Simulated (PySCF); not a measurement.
**A barrier at the coupled-cluster level**

Start structure (BH₂ClO, singlet), relaxed at PBE0-D4/def2-TZVP:

```xyz
5
angstrom
B 0.0325 0.3163 -0.0338
H 0.5494 0.7976 0.9291
O -0.2227 -0.9973 -0.1481
H 0.0547 -1.4995 0.6225
Cl -0.4185 1.3620 -1.3651
```

The step: BH₂ClO ([OH][BH][Cl]) → BClO + H₂; bonds formed: H2–H4; bonds broken: B1–H2, O3–H4. Program: PySCF 2.14 with density fitting (its default auxiliary sets; JK sets also for MP2 and CCSD(T)). Basis: def2-TZVPP and def2-QZVPP. Cores are frozen in the correlated methods. Extrapolation: Hartree–Fock as exp(−7.88 √X), correlation as X^−2.97. Energies below are by CCSD(T) at an estimated basis limit (MP2 extrapolated from triple and quadruple zeta, plus CCSD(T) − MP2 in triple zeta).

Task: What are the electronic barrier and the energy of the step, from the start structure to the end structure? (To be estimated.)

Result: Computed: Barrier 265.7 kJ/mol; step energy 105.7 kJ/mol (uphill); reverse barrier, their difference, 160.1 kJ/mol. Barrier and step energy count from the start structure, the reverse barrier from the end structure.

The saddle point: One imaginary mode of 1514i cm⁻¹.
| pair | start (Å) | saddle (Å) | end (Å) |
| --- | --- | --- | --- |
| H2–H4 | 2.37 | 0.98 | 0.75 |
| B1–H2 | 1.19 | 1.41 | 3.27 |
| O3–H4 | 0.96 | 1.41 | 3.06 |

Zero-point energy (harmonic, PBE0-D4): ZPE is 75.8 kJ/mol at the start and 58.0 kJ/mol at the saddle, so the barrier goes from 265.7 to 247.9 kJ/mol.

First-order rate constant out of the start structure at 498 K by transition-state theory, with harmonic vibrational free energies alone and no tunnelling: ΔA‡ = 248.0 kJ/mol, so k = (kB T/h) exp(−ΔA‡/kB T) ≈ 10^-13 s⁻¹ (an order of magnitude at best: rotation, the number of equivalent paths and anharmonicity are left out).

T1 diagnostic: at most 0.018.

Labels in which every atom is bracketed show which atoms are joined, not bond orders.

For scale, one of the runs: CCSD(T)/def2-TZVPP, 132 basis functions, launched by `OMP_NUM_THREADS=4 python run.py`. Hardware: 4 CPU threads of an Arm Neoverse V2, shared host. Wall time 46 s; peak host memory 0.72 GiB.
